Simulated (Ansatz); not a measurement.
# Si2H+: a relaxation

Where does the structure go when it is relaxed from here with these settings?

Method: revPBE-D4/6-31G; program: Ansatz 0.2.0, Gaussian basis.

### 1 Starting geometry

The start, displaced at random: SMILES `[Si+]#[SiH]`, 3 atoms, charge 1, spin multiplicity 1.

Atoms are counted from 1 here; the program's logs count them from 0.

Bond lengths: Si1–Si2 2.163 Å, Si2–H3 1.701 Å. Angles: Si1–Si2–H3 168.1°.

Coordinates:

```xyz
3
charge 1, multiplicity 1
Si   -1.6876    0.7594   -0.8027
Si    0.1123   -0.0081    0.1202
H     1.5823   -0.7592    0.5298
```

### 2 The relaxation

The input, run/in.yaml:

```yaml
crystal:
  periodic: [false, false, false]
  atoms:
    - {symbol: Si, position_ang: [-1.687622, 0.759436, -0.802665]}
    - {symbol: Si, position_ang: [0.112305, -0.008093, 0.120206]}
    - {symbol: H, position_ang: [1.582261, -0.759222, 0.529805]}
basis:
  gaussian: {orbitals: 6-31G}
total_charge: 1
hamiltonian: {xc: {name: revPBE}, dispersion: d4}
relax: {f_tol: 0.01, max_steps: 30, max_displacement: 0.2}
```

Run with:

```
ansatz run in.yaml --threads 2 --pin off --events-out ev --progress --plain --max-ram 3481MiB
```

What does the calculation give? Wanted: energy change; last largest force; RMSD from the start.

**Answer**, as computed:

```
           quantity         value
              steps            12
      energy change  -55.2 kJ/mol
 last largest force   0.0030 eV/Å
RMSD from the start       0.447 Å
```

It converged in 12 steps at a force tolerance of 0.01 eV/Å.
